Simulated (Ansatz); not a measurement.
One change: `N=C(F)C=O` becomes `C=CC(=N)F`.

Ansatz, PBE0-D4/def2-TZVP geometries, multiplicity 1. Each molecule was computed in one conformer, which needn't be the lowest.

```tsv
property	`N=C(F)C=O`
LUMO energy (B3LYP/def2-TZVPP) / eV	-2.86
HOMO energy (B3LYP/def2-TZVPP) / eV	-8.17
LUMO energy (PBE/def2-TZVPP) / eV	-3.65
HOMO–LUMO gap (PBE0/def2-TZVPP) / eV	5.81
HOMO energy (PBE/def2-TZVPP) / eV	-6.70
HOMO energy (ωB97M-V/def2-TZVPP) / eV	-10.84
```

Task: What does the change do to each property? (Estimate.)

Result: The calculation gave: 
```csv
property,`C=CC(=N)F`,shift
LUMO energy (B3LYP/def2-TZVPP) / eV,-1.71,1.15
HOMO energy (B3LYP/def2-TZVPP) / eV,-7.88,0.29
LUMO energy (PBE/def2-TZVPP) / eV,-2.45,1.20
HOMO–LUMO gap (PBE0/def2-TZVPP) / eV,6.62,0.81
HOMO energy (PBE/def2-TZVPP) / eV,-6.99,-0.29
HOMO energy (ωB97M-V/def2-TZVPP) / eV,-10.27,0.57
```

With PBE0 the HOMO rises by 0.30 eV and the LUMO rises by 1.12 eV, so the gap widens by about 0.82 eV. PBE moves the HOMO by -0.29 eV and ωB97M-V by 0.57 eV. The zero-point energy changes by 63.2 kJ/mol with +6 modes.

B3LYP here is the variant with VWN-RPA as its local correlation; programs differ in this.
